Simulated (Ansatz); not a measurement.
Geometry optimisation of the cluster Al2B⁺.

```yaml
crystal:
  periodic: [false, false, false]
  atoms:
    - {symbol: B, position_ang: [-0.032530, 0.303060, -0.683870]}
    - {symbol: Al, position_ang: [-0.606550, 1.240150, 0.987990]}
    - {symbol: Al, position_ang: [0.639090, -1.543210, -0.304120]}
basis:
  gaussian: {orbitals: def2-TZVP}
total_charge: 1
hamiltonian: {xc: r2scan, dispersion: d4}
scf: {omitted_lower_state_checks: [starts]}
output: {orbitals: {seedname: orbitals}}
relax: {f_tol: 0.02, max_steps: 100}
```

```sh
$ ansatz run in.yaml --threads 4 --pin off --events-out ev --progress --plain --max-ram 3916MiB
```

Output, abridged:

```
Functional definition: r2SCAN
mean field -13855.99862943 eV, -509.1985576985 hartree, gradient 7.5e-7 eV, S^2 0.000000; 0 other end points of the search recorded, 0 dependent functions left out
relax step   1: F+E_penalty+E_count = -13856.01984412 eV  Δ(F+E_penalty+E_count) = +0.000e0 eV  max|allowed force component| = 8.330e-1 eV/Å  Δτ_max = 0.0000 Å  (56 SCF iters, accepted)
mean field -13856.16155583 eV, -509.2045451332 hartree, gradient 1.7e-5 eV, S^2 0.000000; 0 other end points of the search recorded, 0 dependent functions left out
relax step   2: F+E_penalty+E_count = -13856.18052341 eV  Δ(F+E_penalty+E_count) = -1.607e-1 eV  max|allowed force component| = 4.834e-1 eV/Å  Δτ_max = 0.1167 Å  (42 SCF iters, accepted)
mean field -13856.45652629 eV, -509.2153850977 hartree, gradient 2.5e-5 eV, S^2 0.000000; 0 other end points of the search recorded, 0 dependent functions left out
relax step   3: F+E_penalty+E_count = -13856.47149764 eV  Δ(F+E_penalty+E_count) = -2.910e-1 eV  max|allowed force component| = 5.453e-1 eV/Å  Δτ_max = 0.1990 Å  (39 SCF iters, accepted)
mean field -13856.45048137 eV, -509.2151629509 hartree, gradient 2.0e-5 eV, S^2 0.000000; 0 other end points of the search recorded, 0 dependent functions left out
relax step   4: F+E_penalty+E_count = -13856.46519097 eV  Δ(F+E_penalty+E_count) = +6.307e-3 eV  max|allowed force component| = 9.083e-1 eV/Å  Δτ_max = 0.1954 Å  (39 SCF iters, rejected (line search))
mean field -13856.53885261 eV, -509.2184105342 hartree, gradient 7.2e-6 eV, S^2 0.000000; 0 other end points of the search recorded, 0 dependent functions left out
relax step   5: F+E_penalty+E_count = -13856.55366248 eV  Δ(F+E_penalty+E_count) = -8.216e-2 eV  max|allowed force component| = 1.458e-1 eV/Å  Δτ_max = 0.0955 Å  (34 SCF iters, accepted)
mean field -13856.54133513 eV, -509.2185017651 hartree, gradient 2.2e-5 eV, S^2 0.000000; 0 other end points of the search recorded, 0 dependent functions left out
relax step   6: F+E_penalty+E_count = -13856.55612504 eV  Δ(F+E_penalty+E_count) = -2.463e-3 eV  max|allowed force component| = 1.059e-2 eV/Å  Δτ_max = 0.0150 Å  (34 SCF iters, accepted)
mean field -13856.54133513 eV, -509.2185017651 hartree, gradient 2.6e-5 eV, S^2 0.000000; 0 other end points of the search recorded, 0 dependent functions left out
Total energy: -13856.55613552 eV, -509.2190456694 hartree
Atom 0 at    -0.046020     0.429104    -0.968620 Å, force     0.000251    -0.002390     0.005437 eV/Å
Atom 1 at    -0.452825     0.848690     0.977944 Å, force     0.004079    -0.008196    -0.007091 eV/Å
Atom 2 at     0.498855    -1.277795    -0.009323 Å, force    -0.004330     0.010587     0.001654 eV/Å
Dipole moment:     0.014958    -0.139462     0.314810 e Å
Checks for a lower state left out: starts
```

Hardware: 4 threads of Arm Neoverse V2 on a shared host. Wall time 8 s.

The restricted singlet is unstable: a solution with broken spin symmetry lies lower. At r2SCAN-D4/def2-TZVP a triplet of charge 1 lies 0.49 eV below the restricted singlet, each at its own geometry. The structure comes from a short search, and lower isomers may exist.
